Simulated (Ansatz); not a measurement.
`[NH2][Mg][F]` → F• + `[NH2][Mg]`•  (homolysis of the F–Mg bond)

Computed with Ansatz on PBE0-D4/def2-TZVP structures; ΔE is electronic, products minus reactants. CCSD(T)/CBS is the MP2 limit (def2-TZVPP, def2-QZVPP) plus CCSD(T) − MP2 in def2-TZVPP, frozen cores. This one scheme is used for every species, atoms too. Functionals use def2-TZVPP. Open shells (•) are unrestricted, without spin–orbit coupling. Spin–orbit coupling would lower the free atoms: a little for F. Bonds to Mg are less sure, by a few kJ/mol each and by 10 to 20 or more in all where they break to atoms, as the def2 sets lack core-valence functions. One conformer a species, not always the lowest.

`[NH2][Mg][F]`:

Cartesian coordinates in Å:
```
N -0.221 0.220 0.804
Mg 0.259 -0.259 -0.945
F 0.707 -0.708 -2.582
H -0.135 -0.357 1.627
H -0.610 1.104 1.096
```

`[NH2][Mg]`•:

Cartesian coordinates in Å:
```
N -0.175 0.000 -0.003
Mg 1.722 -0.001 0.031
H -0.774 0.812 0.057
H -0.773 -0.811 -0.085
```

```tsv
level	ΔE (kcal/mol)
ωB97M-V	143.1
HF/CBS(def2)	100.3
```

(1) What does CCSD(T)/CBS give? (An estimate is asked.)

(2) What do rigid-rotor, harmonic-oscillator terms from PBE0-D4/def2-TZVP frequencies (298.15 K, 1 bar) make of the CCSD(T)/CBS value? (Estimate.)

Largest T1 diagnostic among the species: 0.011.

Results:

(1) Computed: +146.3 kcal/mol. The listed levels differ from it by -3.2, -46.0 kcal/mol.

(2) Ansatz gave: ΔZPE = -1.7 kcal/mol, ΔH = +145.2 kcal/mol, ΔS = 130 J/(mol·K), ΔG = +135.9 kcal/mol. Open shells count their whole term as degenerate.

From BLYP to BHLYP (50 % exact exchange), in def2-TZVPP and without D4, ΔE moves by −9.5 kcal/mol: exact exchange takes away binding that semilocal exchange gives to molecules. Leaving LDA and LC-ωPBE aside and taking each functional with its dispersion term where it has one, the values, not all of them listed here, spread over 11.3 kcal/mol, from BHLYP-D4 to ωB97M-V. LDA lies +16.3 kcal/mol from PBE without D4, its usual overbinding. At CCSD(T), def2-SVP lies −10.7 kcal/mol from the extrapolated value and def2-TZVPP −8.2 kcal/mol: correlation converges slowly with the basis, and small sets miss more of it in the bonded molecule than in its fragments.

CCSD(T)/CBS has its own doubt, a few kJ/mol and more with outer-core shells, so smaller differences from it don't rank the levels.
